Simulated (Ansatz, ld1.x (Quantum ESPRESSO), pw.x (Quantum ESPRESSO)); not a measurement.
Equation-of-state test of one ultrasoft potential (boron (B))

| Quantity | Value |
| --- | --- |
| Element | boron |
| Generator | ld1.x (Quantum ESPRESSO) 7.5 |
| Type | ultrasoft |
| Functional | PBEsol |
| Relativity | scalar-relativistic |
| Frozen core | [He] |
| Valence charge | 3 |
| Reference configuration | 2s2 2p0 (charge +1) |
| Partial waves | 2s (bound): rcut 1.00, rcutus 1.35 bohr; 2s channel at 0.2 Ry: rcut 1.00, rcutus 1.35 bohr; 2p (bound, empty): rcut 3.25, rcutus 3.55 bohr; 2p channel at 3.55 Ry: rcut 3.25, rcutus 3.55 bohr; 3d channel at 0.05 Ry: rcut 2.35, rcutus 3.00 bohr; 3d channel at 2.05 Ry: rcut 2.35, rcutus 3.00 bohr |
| Local potential | all-electron potential smoothed inside 1.80 bohr (lloc = -2) |
| Core correction | none |
| Augmentation charge | PSQ, inside the norm-conserving radii |

Crystal test: fcc B in pw.x 7.5, no spin, 18³ k-points, Fermi–Dirac smearing 0.01 Ry, cutoffs 40/400 Ry. The reference is all-electron LAPW (Ansatz 0.2.0) with the same functional, mesh and smearing; V0 and B0 come from Birch–Murnaghan fits to the pressures at five volumes. Errors are pseudo minus all-electron; Δ is the rms difference of the E(V) curves that follow from these fits, minima aligned, over ±6 % about the mean V0. Mesh and smearing are coarse, so the numbers serve the comparison and aren't converged zero-temperature values; the lattice is a test structure that the element need not adopt.

```json
{"V (Å³/atom)": "5.544", "P all-electron (GPa)": "15.12", "P pseudo (GPa)": "239.77"}
{"V (Å³/atom)": "5.690", "P all-electron (GPa)": "6.84", "P pseudo (GPa)": "239.01"}
{"V (Å³/atom)": "5.836", "P all-electron (GPa)": "-0.51", "P pseudo (GPa)": "238.05"}
{"V (Å³/atom)": "5.982", "P all-electron (GPa)": "-7.04", "P pseudo (GPa)": "236.95"}
{"V (Å³/atom)": "6.128", "P all-electron (GPa)": "-12.83", "P pseudo (GPa)": "235.72"}
```

All-electron: a0 = 2.856 Å (V0 = 5.83 Å³/atom), B0 = 278.7 GPa.

Pseudopotential: converged, but broken (pressure over 100 GPa off). The pressure does not cross zero within the volumes sampled, so no fit is given. The largest radius (3.55 bohr) exceeds half the bond length (1.91 bohr), so the spheres overlap, which is one possible source of error among others. A pressure error of this size marks a broken potential; the numbers have no physical meaning.

Q: At the middle volume, how do free energy and pressure move when the wave cutoff is lowered (ecutrho held at 400 Ry)?

A:

```
cutoff (Ry)  shift of F (meV/atom)  shift of P (GPa)
         18                  +13.2             -1.74
         24                   +1.8             -0.19
         32                   +0.4             -0.04
```

Input at the middle volume:

```
&control
  calculation='scf', prefix='x', pseudo_dir='./', outdir='./tmp', tstress=.true., disk_io='none'
/
&system
  ibrav=0, nat=1, ntyp=1, ecutwfc=40, ecutrho=400, nbnd=8,
  occupations='smearing', smearing='fd', degauss=0.01
/
&electrons
  conv_thr=1e-09, mixing_beta=0.4, electron_maxstep=70
/
ATOMIC_SPECIES
B 1.0 B.UPF
CELL_PARAMETERS angstrom
  0.00000000 1.42898750 1.42898750
  1.42898750 0.00000000 1.42898750
  1.42898750 1.42898750 0.00000000
ATOMIC_POSITIONS crystal
B 0.0000 0.0000 0.0000
K_POINTS automatic
18 18 18 0 0 0
```

```bash
pw.x < B.scf.in > B.scf.out
```

Lines of the output:

```
Message from routine setup:
     using ibrav=0 with symmetry is DISCOURAGED, use correct ibrav instead
     lattice parameter (alat)  =       3.8189  a.u.
     unit-cell volume          =      39.3833 (a.u.)^3
     number of electrons       =         3.00
     number of Kohn-Sham states=            8
     kinetic-energy cutoff     =      40.0000  Ry
     charge density cutoff     =     400.0000  Ry
     scf convergence threshold =      1.0E-09
     Exchange-correlation= PBESOL
     number of k points=   195  Fermi-Dirac smearing, width (Ry)=  0.0100
     iteration #  1     ecut=    40.00 Ry     beta= 0.40
     total energy              =      -4.67944577 Ry
     estimated scf accuracy    <       0.08249186 Ry
     iteration #  2     ecut=    40.00 Ry     beta= 0.40
     total energy              =      -4.66978466 Ry
     estimated scf accuracy    <       0.02858297 Ry
     iteration #  3     ecut=    40.00 Ry     beta= 0.40
     total energy              =      -4.67015770 Ry
     estimated scf accuracy    <       0.00000142 Ry
     iteration #  4     ecut=    40.00 Ry     beta= 0.40
     total energy              =      -4.67016047 Ry
     estimated scf accuracy    <       0.00000018 Ry
     iteration #  5     ecut=    40.00 Ry     beta= 0.40
     total energy              =      -4.67016052 Ry
     estimated scf accuracy    <          2.7E-09 Ry
     iteration #  6     ecut=    40.00 Ry     beta= 0.40
     the Fermi energy is    15.4436 ev
!    total energy              =      -4.67016053 Ry
     estimated scf accuracy    <          4.4E-10 Ry
     smearing contrib. (-TS)   =      -0.00106035 Ry
     The total energy is F=E-TS. E is the sum of the following terms:
     one-electron contribution =       5.08124992 Ry
     hartree contribution      =       0.19010513 Ry
     xc contribution           =      -2.30013623 Ry
     ewald contribution        =      -7.64031901 Ry
     convergence has been achieved in   6 iterations
          total   stress  (Ry/bohr**3)                   (kbar)     P=     2380.49
     Message from routine punch:
     Nothing written, as per user request (disk_io='none')
```

The run at the middle volume (195 k-points, 6 iterations) took about 2.7 s on one core of a shared host (Neoverse-V1, 32 threads, 247 GiB, load 22).
